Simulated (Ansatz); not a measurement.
The first iterations of a band of CH7Si2 (10 atoms, charge -1, multiplicity 1).

These are results of Ansatz, RKS PBE0-D4/def2-SVP, not measurements.

```json
{"movable images": "5", "climbing image": "yes", "spring": "5.0 eV/Å²", "optimiser": "quadratic models (default)", "start path": "IDPP", "force threshold": "0.03 eV/Å", "iteration limit": "60", "end points": "relaxed"}
```

Image 0:

```xyz
10
Properties=species:S:1:pos:R:3
Si -1.122 0.842 -0.729
C 0.084 -0.466 -0.586
Si 1.103 -0.745 0.853
H -2.575 0.457 -1.034
H -0.931 1.911 -1.815
H -1.234 1.660 0.540
H 0.226 -1.131 -1.452
H 1.036 -2.119 1.531
H 0.786 0.218 1.976
H 2.628 -0.628 0.716
```

Image 6:

```xyz
10
Properties=species:S:1:pos:R:3
Si -0.660 1.244 -0.716
C 0.412 -0.180 -0.608
Si 0.565 -1.212 0.841
H -1.644 1.313 0.432
H -1.538 1.352 -1.965
H -0.063 2.659 -0.724
H 1.107 -0.360 -1.440
H 0.502 -2.726 0.625
H -0.522 -0.942 1.860
H 1.841 -1.148 1.695
```

| iteration | highest image above the first end (eV) | largest band force component (eV/Å) |
| --- | --- | --- |
| 1 | 0.148 | 1.003 |
| 2 | 0.069 | 0.221 |

Does the band converge within its limit, and where does its top end?

The forces met the threshold. It ended after 6 iterations with the highest image 0.054 eV above the first end. A vibrational analysis at the climbing image gives one clearly imaginary mode, 147i cm⁻¹: a first-order saddle point. Limits of this set-up: an anion without diffuse functions, the dipole of an ion depends on the origin.

Time of the run: 97 s on 1 thread of Arm Neoverse V1, on a shared host, peak memory 0.16 GiB.
